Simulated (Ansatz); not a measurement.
# AlC (sextet): from Hartree-Fock to the top rungs, cc-pVDZ

Aim: climb from Hartree-Fock through coupled cluster and multireference methods for AlC (sextet) at one geometry and basis, and see what each rung misses.

The runs use Ansatz 0.2.0, Gaussian basis; cc-pVDZ, core rule «outside noble gas», up to 6 orbitals frozen.

The runs, in order: UHF; CCSD(T) on ROHF; CCSD(T) on UHF; BCCD(T) on ROHF; CISD; CCSDT(Q) on ROHF; CCSDT(Q) on UHF; CASSCF and MRCISD+Q, 7 electrons in 8 orbitals; CASSCF and NEVPT4(SD), 7 electrons in 8 orbitals; CASSCF and NEVPT2, 7 electrons in 8 orbitals; Full CI.

17 further runs of the same task are left out: 7 that didn't finish, 10 set aside as unsound or not needed.

**1. The system**

The geometry is a PBE0/def2-TZVP stationary point (not a proven minimum) of the parent state, kept for this charge and spin.

2 atoms, charge 0, spin multiplicity 6.

Atoms are counted from 1 here; the program's logs count them from 0.

Bond lengths: Al1–C2 1.967 Å.

**2. UHF**

File in.yaml:

```yaml
crystal:
  periodic: [false, false, false]
  atoms:
    - {symbol: Al, position_ang: [0.000000, 0.000000, 0.000000]}
    - {symbol: C, position_ang: [0.000000, 0.000000, 1.966767]}
basis:
  gaussian: {orbitals: cc-pVDZ}
magnetization: {spin_polarized: true, initial_magnetization: 5}
hamiltonian: {xc: hf}
output: {orbitals: {seedname: orbitals}}
```

Started as:

```sh
$ ansatz run in.yaml --threads 1 --pin off --events-out ev --progress --plain --max-ram 2393MiB
```

The runs that follow: CCSD(T) on ROHF; CCSD(T) on UHF; BCCD(T) on ROHF; CISD; CCSDT(Q) on ROHF; CCSDT(Q) on UHF; CASSCF and MRCISD+Q, 7 electrons in 8 orbitals; CASSCF and NEVPT4(SD), 7 electrons in 8 orbitals; CASSCF and NEVPT2, 7 electrons in 8 orbitals; Full CI.

Q: Predict the results of all the runs planned. Wanted: FCI below the RHF energy; RMP2 from FCI; UMP2 from FCI; RCCSD from FCI; RCCSD(T) from FCI; UCCSD(T) from FCI; RCCSDT(Q) from FCI; UCCSDT(Q) from FCI; NEVPT2 valence from FCI.

As calculated:

| quantity | value |
| --- | --- |
| FCI below the RHF energy | -2.7647 eV |
| RMP2 from FCI | +63.0 kJ/mol |
| UMP2 from FCI | +62.6 kJ/mol |
| RCCSD from FCI | +9.1 kJ/mol |
| RCCSD(T) from FCI | +2.4 kJ/mol |
| UCCSD(T) from FCI | +2.2 kJ/mol |
| RCCSDT(Q) from FCI | 0.0 kJ/mol |
| UCCSDT(Q) from FCI | -0.1 kJ/mol |
| NEVPT2 valence from FCI | +50.1 kJ/mol |
| NEVPT4(SD) valence from FCI | +7.5 kJ/mol |
| MRCISD+Q valence from FCI | +1.5 kJ/mol |
| levels within 1 kcal/mol (43 meV) | RCCSD(T), UCCSD(T), BCCD(T), RCCSDT, UCCSDT, RCCSDT(Q), UCCSDT(Q), MRCISD+Q valence |
| T1 diagnostic | 0.026 |
| effectively unpaired electrons | 5.02 |

**Reading.** RCCSD(T) misses by +2.4 kJ/mol, 0.9 % of the correlation energy. One determinant dominates. Of the multireference levels listed MRCISD+Q valence comes nearest in total energy (+1.5 kJ/mol), which doesn't show that its space is the better one. These misses are within one basis, not against nature; the frozen cores of restricted and unrestricted runs differ, which can shift their rows.
